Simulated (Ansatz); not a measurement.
A made-up structure of C2H6Al (charge -1), closed shell:

```xyz
9
angstrom
C 0.1619 0.6716 0.0608
Al -1.0029 0.9180 -1.3383
C 0.5934 -1.1013 0.8977
H -1.7715 -0.2032 -2.0184
H -1.3176 2.2689 -1.9599
H 0.6958 1.4569 0.5319
H 0.0425 -1.9162 0.4142
H 1.6631 -1.3363 0.8249
H 0.3413 -1.1196 1.9658
```

It is relaxed with PBE-D4/def2-SVPD and then PBE0-D4/def2-TZVPD (Ansatz 0.2.0). Atoms count as bonded within 1.22 times the sum of their covalent radii (H–H: 0.88 Å). The end point is not checked to be a true minimum.

**Question.** Does its bonding change? (A judgement: the text doesn't fix the answer.)

**Answer.** Computed: Yes. Formed: C1–C3; broken: none.

Where it ends: The first stage lowers the energy by 1.68 eV in 6 steps. It ends as C₂H₆Al ([CH3][CH][AlH2]), total charge -1:
```
9
angstrom
C 0.2014 0.4235 0.1533
Al -0.9436 0.7814 -1.2435
C 0.5340 -0.8990 0.7903
H -1.8001 -0.3708 -2.0190
H -1.2006 2.2798 -1.8261
H 0.7353 1.2631 0.6137
H -0.0106 -1.7254 0.3153
H 1.6055 -1.1649 0.7282
H 0.2848 -0.9488 1.8664
```

Labels in which every atom is bracketed show which atoms are joined, not bond orders.

For scale, one of the runs: PBE0-D4/def2-TZVPD relaxation, 171 basis functions, launched by `ansatz run in.yaml --threads 2 --pin off --events-out ev --progress --plain --max-ram 4352MiB`. The run took about 18 s on 2 CPU threads of an Arm Neoverse V2 (shared host).
